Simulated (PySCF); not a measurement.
# Carbon: a sound run and one with changed settings

Sound run: C [He] 2s2 2p2, C+ [He] 2s2 2p1. Computed with PySCF 2.14 in aug-cc-pVDZ, with no relativity, point nucleus. In the sound run the correlated levels freeze 1s2. The sound run starts from symmetry-adapted Hartree-Fock orbitals and uses a fine grid where one is needed.

A second run was set up differently.

| species | method | sound run (hartree) | changed run (hartree) | converged |
| --- | --- | --- | --- | --- |
| C | MP2 | -37.74146 | -37.74290 | yes |
| C | CCSD(T) | -37.76487 | -37.76614 | yes |
| C+ | MP2 | -37.33191 | -37.33330 | yes |
| C+ | CCSD(T) | -37.35820 | -37.35935 | yes |

Ionisation energy of C:

```
 method  sound run (eV)  changed run (eV)
    UHF          10.817            10.817
    MP2          11.145            11.146
SCS-MP2          11.036            11.035
   CCSD          11.050            11.054
CCSD(T)          11.066            11.069
```

Q: What was changed?
A. level shift left on
B. all electrons correlated in a valence basis
C. minimal basis
D. a valence shell is frozen

A: B. A valence basis has no tight correlating functions, so it recovers only part of the core correlation, and not evenly between atom and ion.
